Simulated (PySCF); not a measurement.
**Core-level binding energies of cyclobutane**

Cyclobutane, C4H8.
Z-matrix (Å and degrees, GFN2-xTB geometry), rows numbered from 1:
```
C 
C   1  1.5366
C   2  1.5366  1   89.58
C   3  1.5364  2   89.58  1     9.79
H   1  1.0882  2  112.99  3   105.22
H   1  1.0883  2  115.76  3  -128.42
H   2  1.0882  1  113.02  3   114.95
H   2  1.0882  1  115.83  3  -118.61
H   3  1.0881  2  115.82  1   128.42
H   3  1.0882  2  113.08  1  -105.19
H   4  1.0881  1  112.99  2  -105.19
H   4  1.0881  1  115.79  2   128.50
```

Method: delta-SCF UKS SCAN, pcX-2 on the ionised atom, pcseg-1 elsewhere, spin-free X2C in PySCF. Binding energies are ΔSCF values: E(core-ionised, relaxed orbitals) − E(ground state) at a fixed geometry, referred to the vacuum level.

**Question.** What binding energy does each computed site have?

**Answer.** 
```
    atom(s)    bonded to  level  binding energy (eV)  count
C1/C2/C3/C4  2 C and 2 H   C 1s               290.29      4
```

**Question.** Which photon wavelength matches the C 1s of C1/C2/C3/C4 threshold?

**Answer.** λ = hc/E = 12398.42 eV Å / 290.29 eV = 42.710 Å.

The first atom of each set that the bonding makes equivalent was ionised and stands for the set. Geometry: GFN2-xTB; no solvent, vibrations or thermal averaging.

Hardware: one thread of an x86-64 server, no GPU (shared host). Cost: 5.2 s.
